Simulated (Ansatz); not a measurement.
Input file:

```yaml
crystal:
  periodic: [false, false, false]
  atoms:
    - {symbol: Si, position_ang: [0.004053, 0.000000, 0.532729]}
    - {symbol: O, position_ang: [-0.021964, 0.000002, -1.124355]}
    - {symbol: H, position_ang: [1.476262, -0.000114, 0.783135]}
    - {symbol: H, position_ang: [-0.620188, 1.217950, 1.110025]}
    - {symbol: H, position_ang: [-0.620376, -1.217854, 1.110025]}
basis:
  gaussian: {orbitals: cc-pVDZ}
total_charge: 1
magnetization: {spin_polarized: true, initial_magnetization: 0}
correlation: {method: bccd, electrons: valence}
scf: {lower_state_search: light}
```

```sh
$ ansatz run in.yaml --threads 1 --pin off --events-out ev --progress --plain --max-ram 2393MiB
```

Output:

```
438 factors; integrals over basis functions are off by at most 1.1e-3 eV
mean field evaluation 1: about -9913.4901 eV, gradient 5.4e1 eV
mean field evaluation 2: about -9913.5368 eV, gradient 5.4e1 eV
mean field evaluation 4: about -9930.8141 eV, gradient 1.6e1 eV
mean field evaluation 8: about -9932.5955 eV, gradient 3.9e-1 eV
mean field evaluation 16: about -9932.9357 eV, gradient 2.2e0 eV
mean field evaluation 32: about -9934.5568 eV, gradient 2.6e-1 eV
mean field evaluation 64: about -9933.9543 eV, gradient 6.3e-2 eV
mean field evaluation 96: about -9932.6048 eV, gradient 3.8e-6 eV
mean field evaluation 128: about -9934.5665 eV, gradient 2.6e-2 eV
mean field evaluation 160: about -9933.9952 eV, gradient 7.0e-1 eV
...
cycle  11  -7.42049065 eV  change   -9.4e-4 eV  update   3.5e-4
cycle  12  -7.42079877 eV  change   -3.1e-4 eV  update   2.1e-4
cycle  13  -7.42093071 eV  change   -1.3e-4 eV  update   1.5e-4
cycle  14  -7.42074102 eV  change    1.9e-4 eV  update   1.2e-4
cycle  15  -7.42072851 eV  change    1.3e-5 eV  update   8.3e-5
cycle  16  -7.42057985 eV  change    1.5e-4 eV  update   5.9e-5
cycle  17  -7.42051025 eV  change    7.0e-5 eV  update   4.0e-5
cycle  18  -7.42044898 eV  change    6.1e-5 eV  update   2.1e-5
cycle  19  -7.42040295 eV  change    4.6e-5 eV  update   1.3e-5
cycle  20  -7.42040098 eV  change    2.0e-6 eV  update   6.6e-6
WARN: the results are in doubt because among natural orbitals full CI differs from the method by +0.965 eV
Total energy: -9941.98688040 eV, -365.3612789340 hartree
In doubt: among natural orbitals full CI differs from the method by +0.965 eV
```

Ran on 1 thread of Arm Neoverse V2, shared host: 12 s wall, 0.18 GiB peak host memory.
